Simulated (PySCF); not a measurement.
# CH₃: doublet, from a trigonal pyramidal start

The task is one start of a wider search on CH₃: the doublet, from a trigonal pyramidal start. It is relaxed, tested by its Hessian and followed downhill if it is a saddle.

The runs use PySCF 2.14.0; PBE, basis C def2-TZVP, H def2-TZVP, no relativity, density fitting.

## Step 1: Starting geometry

4 atoms, charge 0, spin multiplicity 2.

Bond lengths: C1–H2 1.070 Å, C1–H3 1.070 Å, C1–H4 1.070 Å. Angles: H2–C1–H3 99.8°, H2–C1–H4 99.8°, H3–C1–H4 99.8°.

```xyz
4
charge 0 multiplicity 2
C     0.0000    0.0000    0.0000
H     0.9448    0.0000    0.5023
H    -0.4724    0.8182    0.5023
H    -0.4724   -0.8182    0.5023
```

## Step 2: Finding the electronic state

One driver script runs all steps and calls PySCF; scf.py shows how it sets up the SCF of each step. The optimiser is the driver's own. After this first run the driver tries any further starts and a stability analysis.

The input, scf.py:

```python
from pyscf import gto, scf, dft
mol = gto.M(atom='''
C      0.000000     0.000000     0.000000
H      0.944800     0.000000     0.502300
H     -0.472400     0.818200     0.502300
H     -0.472400    -0.818200     0.502300''',
    basis={'C': 'def2-TZVP', 'H': 'def2-TZVP'},
    charge=0, spin=1)
mf = dft.UKS(mol, xc='PBE')
mf.grids.atom_grid = (50, 194)
aux = {'C': 'def2-universal-JKFIT', 'H': 'def2-universal-JKFIT'}
mf = mf.density_fit(auxbasis=aux)
mf.conv_tol = 1e-08
mf.diis_space = 10
mf.max_cycle = 60
mf.init_guess = 'minao'
mf.verbose = 4
mf.kernel()
```

The run is started by

```bash
$ OMP_NUM_THREADS=2 python axn.py task.json out
```

Further steps of the session: Relaxing the doublet from the trigonal pyramidal start; Vibrations and properties at this point.

Before running it: what results should come out? Wanted: minimum; geometry; wavenumbers; dipole moment; highest occupied, lowest empty level; polar-tensor charge of C1; zero-point energy; atomisation energy; ⟨S²⟩.

The runs gave:

```
                                          quantity                                         value
                                           minimum                                  doublet, D3h
                                          geometry           C–H 1.087 Å (×3); H–C–H 120.0° (×3)
                                wavenumbers (cm⁻¹)  530 (a2''), 1358 (e'), 3054 (a1'), 3233 (e')
                                     dipole moment                                        0.00 D
highest occupied, lowest empty level (either spin)                               -5.38, -2.84 eV
                         polar-tensor charge of C1                                       -0.15 e
                                 zero-point energy                                   76.4 kJ/mol
                               entropy at 298.15 K                               194.8 J/(mol K)
         atomisation energy (no zero-point energy)                                   1295 kJ/mol
                                              ⟨S²⟩                                         0.754
```

From C3v at the start the molecule goes to a D3h minimum. The strongest infrared band lies at 530 cm⁻¹ (a2'', bend). Most of the spin sits on C1 (Mulliken spin 1.11, against 1 for the whole molecule). Only this shape and spin were tried, so other structures or states may lie lower.
